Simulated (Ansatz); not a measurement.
**C2H4ClF: small, medium and large basis sets**

An exercise on one series of results from a longer session: the logs are not shown, and one member is left open.

Method: one geometry, several basis sets; program: Ansatz 0.2.0, Gaussian basis.

Plan: PBE0-D4/def2-SVP; ωB97M-V/def2-SVP; PBE0-D4/def2-QZVPP; ωB97M-V/def2-QZVPP; the functionals' def2-TZVPP values are taken from earlier runs.

**Structure used throughout**

All runs share one geometry, relaxed beforehand with PBE0-D4 in a triple-zeta def2 set.

SMILES `FCCCl`, 8 atoms, charge 0, spin multiplicity 1.

Atoms are counted from 1 here; the program's logs count them from 0.

Bond lengths: F1–C2 1.375 Å, C2–C3 1.501 Å, C2–H5 1.093 Å, C2–H6 1.096 Å, C3–Cl4 1.778 Å, C3–H7 1.090 Å, C3–H8 1.091 Å. Angles: F1–C2–C3 110.9°, F1–C2–H5 108.3°, F1–C2–H6 108.0°, C3–C2–H5 111.2°, C3–C2–H6 109.0°, H5–C2–H6 109.4°, C2–C3–Cl4 112.2°, C2–C3–H7 110.7°, C2–C3–H8 109.7°, Cl4–C3–H7 107.4°, Cl4–C3–H8 107.5°, H7–C3–H8 109.3°.

The first run:

The input, in.yaml:

```yaml
crystal:
  periodic: [false, false, false]
  atoms:
    - {symbol: F, position_ang: [-1.325794, 0.491620, 1.022931]}
    - {symbol: C, position_ang: [-0.132126, 0.664012, 0.361593]}
    - {symbol: C, position_ang: [0.312013, -0.617262, -0.282365]}
    - {symbol: Cl, position_ang: [-0.747388, -1.095274, -1.627743]}
    - {symbol: H, position_ang: [-0.262146, 1.454939, -0.381804]}
    - {symbol: H, position_ang: [0.620731, 0.974422, 1.095437]}
    - {symbol: H, position_ang: [0.308192, -1.432691, 0.440471]}
    - {symbol: H, position_ang: [1.318617, -0.496867, -0.684320]}
basis:
  gaussian: {orbitals: def2-SVP}
hamiltonian: {xc: pbe0, dispersion: d4}
output: {orbitals: {seedname: orbitals}}
```

On the command line:

```sh
ansatz run in.yaml --threads 2 --pin off --events-out ev --progress --plain --max-ram 4352MiB
```

Steps of the session up to this table: PBE0-D4 in def2-SVP; ωB97M-V in def2-SVP; PBE0-D4 in def2-QZVPP; ωB97M-V in def2-QZVPP.

One of the session's tables, all rows but one given; the rest of the session is left out.

It belongs to the step «Density functionals: the series». 

| functional | basis | HOMO (eV) | LUMO (eV) |
| --- | --- | --- | --- |
| PBE0-D4 | def2-SVP | -8.37 | 1.28 |
| PBE0-D4 | def2-TZVPP | -8.58 | 0.73 |
| PBE0-D4 | def2-QZVPP | -8.63 | 0.38 |
| ωB97M-V | def2-SVP | -10.66 | 3.30 |
| ωB97M-V | def2-TZVPP | ? | ? |
| ωB97M-V | def2-QZVPP | -10.97 | 1.77 |

Estimate the missing values for ωB97M-V, def2-TZVPP.

**Answer.** HOMO (eV): -10.91; LUMO (eV): 2.58. In the column «HOMO (eV)» it lies between ωB97M-V, def2-QZVPP (-10.97) and ωB97M-V, def2-SVP (-10.66).
